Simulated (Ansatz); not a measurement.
**SiN+ (triplet): wave-function methods side by side at distance Si1–N2 = 3.251 Å, 6-31G**

How much of the correlation energy of SiN+ (triplet) does each wave-function method recover here?

Method: 6-31G, core rule «outside noble gas», up to 6 orbitals frozen; program: Ansatz 0.2.0, Gaussian basis.

To be run: UHF; CCSD(T) on ROHF; CCSD(T) on UHF; BCCD(T) on ROHF; CISD as a restricted active space (open shells left free, so some higher excitations enter); CCSDT(Q) on ROHF; CCSDT(Q) on UHF; CISDTQ; CCSDTQ on ROHF; CCSDTQ on UHF; CASSCF and MRCISD+Q, 4 electrons in 4 orbitals; CASSCF and NEVPT2, 4 electrons in 4 orbitals; CASSCF and MRCISD+Q, 8 electrons in 8 orbitals; CASSCF and NEVPT2, 8 electrons in 8 orbitals; Full CI; Full CI in the symmetry of the determinant.

19 further runs of the same task are left out: 4 for a known fault of the program, 13 that didn't finish, 2 set aside as unsound or not needed. Runs told in other sessions of the task aren't counted.

### Step 1. What is computed

The geometry derives from a PBE0/def2-TZVP stationary point (not a proven minimum). One bond is set to the value named and the two fragments are kept rigid.

2 atoms, charge 1, spin multiplicity 3.

Atoms are counted from 1 here; the program's logs count them from 0.

No contacts short enough for the rule that draws bonds.

Geometry (Å):

```
Si    0.00000    0.00000    0.00000
N     0.00000    0.00000    3.25100
```

### Step 2. UHF

The input, in.yaml:

```yaml
crystal:
  periodic: [false, false, false]
  atoms:
    - {symbol: Si, position_ang: [0.000000, 0.000000, 0.000000]}
    - {symbol: N, position_ang: [0.000000, 0.000000, 3.251000]}
basis:
  gaussian: {orbitals: 6-31G}
total_charge: 1
magnetization: {spin_polarized: true, initial_magnetization: 2}
hamiltonian: {xc: hf}
output: {orbitals: {seedname: orbitals}}
```

Launch:

```
ansatz run in.yaml --threads 1 --pin off --events-out ev --progress --plain --max-ram 2393MiB
```

The runs that follow: CCSD(T) on ROHF; CCSD(T) on UHF; BCCD(T) on ROHF; CISD as a restricted active space (open shells left free, so some higher excitations enter); CCSDT(Q) on ROHF; CCSDT(Q) on UHF; CISDTQ; CCSDTQ on ROHF; CCSDTQ on UHF; CASSCF and MRCISD+Q, 4 electrons in 4 orbitals; CASSCF and NEVPT2, 4 electrons in 4 orbitals; CASSCF and MRCISD+Q, 8 electrons in 8 orbitals; CASSCF and NEVPT2, 8 electrons in 8 orbitals; Full CI; Full CI in the symmetry of the determinant.

Q: Predict the results of all the runs planned. Wanted: FCI from the RHF energy; UMP2 from FCI; UCCSD(T) from FCI; UCCSDT(Q) from FCI; NEVPT2 pair from FCI; NEVPT2 valence from FCI; MRCISD+Q valence from FCI; T1 diagnostic; effectively unpaired electrons.

The runs gave:

| quantity | value |
| --- | --- |
| FCI from the ROHF energy | -5.3723 eV |
| UMP2 from FCI | +12.82 kcal/mol |
| UCCSD(T) from FCI | +0.01 kcal/mol |
| UCCSDT(Q) from FCI | -0.06 kcal/mol |
| NEVPT2 pair from FCI | +14.69 kcal/mol |
| NEVPT2 valence from FCI | +8.77 kcal/mol |
| MRCISD+Q valence from FCI | +0.05 kcal/mol |
| levels within 1 kcal/mol (43 meV) | UCCSD, UCCSD(T), UCCSDT, UCCSDT(Q), UCCSDTQ, MRCISD valence, MRCISD+Q valence |
| T1 diagnostic | 0.220 |
| effectively unpaired electrons | 4.01 |

UCCSD(T) lands +0.01 kcal/mol from the yardstick (0.0 % of the correlation energy). UCCSDT, UCCSDT(Q), UCCSDTQ fall below full CI: unrestricted runs freeze a spin-polarised core, another one than full CI's, and coupled cluster isn't variational. The occupations show strong static correlation (4.0 unpaired electrons where one determinant has 2). Coupled cluster on one determinant still stays close here. Of the multireference levels listed MRCISD+Q valence comes nearest in total energy (+0.05 kcal/mol), which doesn't show that its space is the better one. The lowest state has another symmetry than the determinant, whose own symmetry lies 0.00 eV higher, so single-reference misses include that gap. Coupled cluster took another determinant than the lowest Hartree-Fock one. These misses are within one basis, not against nature; the frozen cores of restricted and unrestricted runs differ, which can shift their rows.

Levels on UHF freeze UHF's core orbitals, full CI those of ROHF, so the U rows can settle a little off it for that reason alone.

With open shells the CI space here admits some higher excitations, so it is larger than plain CISD.
